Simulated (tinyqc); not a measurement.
Ways to converge the cycle: SCF convergence aids in the sto-3g basis, for LiH+, spin multiplicity 2. Computed by the program tinyqc with PySCF. UHF with one setting changed at a time; a run stops when the energy changes by less than 1e-09 hartree and the error matrix is below 1e-5. The start is the Wolfsberg-Helmholz matrix. Damping d keeps d of the old density; a shift (hartree) raises the virtual levels; DIIS n extrapolates F over n matrices.

Geometry (angstrom):
```
atom       x       y       z
Li    0.0000  0.0000  0.0000
H     0.0000  0.0000  1.5470
```

lowest solution found by these runs and by PySCF with stability checks = -7.610731 hartree

Largest element of the error matrix X^T (FDS - SDF) X:
```
iteration    plain  damping 0.3  damping 0.6  shift 0.4   DIIS 3   DIIS 8
1          1.0e-01      1.0e-01      1.0e-01    1.0e-01  1.0e-01  1.0e-01
2          3.3e-02      5.4e-02      7.5e-02    5.5e-02  3.3e-02  3.3e-02
3          1.1e-02      2.8e-02      5.5e-02    2.9e-02  2.3e-03  2.3e-03
4          3.4e-03      1.5e-02      4.0e-02    1.5e-02  3.4e-04  3.4e-04
5          1.1e-03      7.8e-03      2.9e-02    7.9e-03  5.6e-05  8.5e-06
6          3.9e-04      4.1e-03      2.1e-02    4.1e-03  1.1e-06  5.2e-07
8          5.2e-05      1.2e-03      1.1e-02    1.1e-03        -        -
10         7.4e-06      3.3e-04      5.9e-03    3.1e-04        -        -
14               -      2.8e-05      1.7e-03    2.5e-05        -        -
20               -            -      2.6e-04          -        -        -
30               -            -      1.2e-05          -        -        -
```

How each run ends:
```
run          iterations  E (hartree)         state
plain                11    -7.610731  lowest found
damping 0.3          18    -7.610731  lowest found
damping 0.6          36    -7.610731  lowest found
shift 0.4            16    -7.610731  lowest found
DIIS 3                7    -7.610731  lowest found
DIIS 8                6    -7.610731  lowest found
```

What does the comparison show, and why?

6 of 6 runs reach the lowest solution found, in 6 to 36 iterations (fastest: DIIS 8). Plain steps already contract here, so damping only slows them. DIIS 3 and DIIS 8 gain by cancelling the error over several earlier matrices, much as a quasi-Newton step does.
